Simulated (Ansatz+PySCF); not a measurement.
## singlet C3H8: levels of theory in one basis

```xyz
11

C     0.0322   -0.2933   -1.2827
C    -0.0433    0.6039   -0.0050
C     0.0374   -0.2624    1.3038
H     0.0328    0.3817   -2.1374
H     0.8800   -0.9197   -1.3690
H    -0.9103   -0.9491   -1.3021
H    -0.8790    1.2199   -0.0419
H     0.9135    1.2110   -0.0040
H     0.0069    0.3543    2.2199
H    -0.9353   -0.9148    1.3071
H     0.8800   -0.8857    1.2771
```

Basis set: def2-SVP (spherical functions). Frozen core: 3 orbitals. Charge 0, multiplicity 1.

Computed with Ansatz (development build ahead of 0.2.0); each method stands on the lowest determinant of its kind that the runs found.

```
  method  E − E(RHF) (eV)  <S²> of the determinant
     RHF             0.00                     0.00
 RHF-MP2           -12.13                        –
RHF-CCSD           -13.47                        –
```

Question: What does RHF-CCSD(T) give on the same scale?

Answer: -13.84 eV.

Question: Is a single determinant a sound starting point here?

Answer: By this sign, yes. Unrestricted orbitals gain 0.00 eV and <S²> is 0.00 against 0.00 for a pure state.
